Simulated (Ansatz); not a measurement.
NO2, doublet: up the ladder of correlation methods

Program: Ansatz, Gaussian basis, development build; BCCD by scripts on PySCF. Basis STO-3G, 3 core orbitals frozen, nonrelativistic. Perturbation and coupled-cluster methods stand on the Hartree–Fock determinant that coupled cluster favours; RHF here means ROHF, with semicanonical perturbation theory. The state met can differ between shapes. A minimal or small basis: far from the basis limit. The unrestricted determinant is a mixture of spins, so it may stand for another state.

Shape A. A bond is stretched, to 2.28 times the sum of the covalent radii.

```xyz
3

N     0.0000    0.0000    0.0000
O     0.0000    2.8796    1.2223
O     0.0000   -1.0991    0.4665
```

Shape B. A bond is stretched, to 1.50 times the sum of the covalent radii.

```xyz
3

N     0.0000    0.0000    0.0000
O     0.0000    1.8904    0.8024
O     0.0000   -1.0991    0.4665
```

Shape C:

```csv
atom,x (Å),y (Å),z (Å)
N,0.0000,0.0000,0.0000
O,0.0000,1.0661,0.4525
O,0.0000,-1.0991,0.4665
```

Correlation energy of CCSD(T), then each method's total less that of CCSD(T), in eV:

| case | E corr CCSD(T) | CCSD | BCCD | BCCD(T) | determinant |
| --- | --- | --- | --- | --- | --- |
| A UHF | -3.530 | +0.044 | +0.147 | +0.024 | ⟨S²⟩ = 2.147 |
| B RHF | -8.455 | +0.423 | +0.458 | -0.011 | 0.98 eV over the lowest such Hartree–Fock solution met |
| C RHF | -5.867 | +0.493 | +0.550 | +0.009 | 0.09 eV over the lowest such Hartree–Fock solution met |
| C UHF | -5.363 | +0.319 | +0.424 | -0.103 | ⟨S²⟩ = 1.105, 0.06 eV over the lowest such Hartree–Fock solution met |

Q: Give full CI less CCSD(T). Is CCSD(T) good to 1 kcal/mol?

A: A UHF: -0.049 eV (outside, spin-contaminated determinant); B RHF: -0.081 eV (outside); C RHF: -0.071 eV (outside); C UHF: -0.189 eV (outside, spin-contaminated determinant).

Q: Which method comes nearest to full CI in total energy for C UHF?

A: BCCD(T), 0.086 eV away; next CCSD(T) (0.189 eV), last BCCD (0.613 eV).
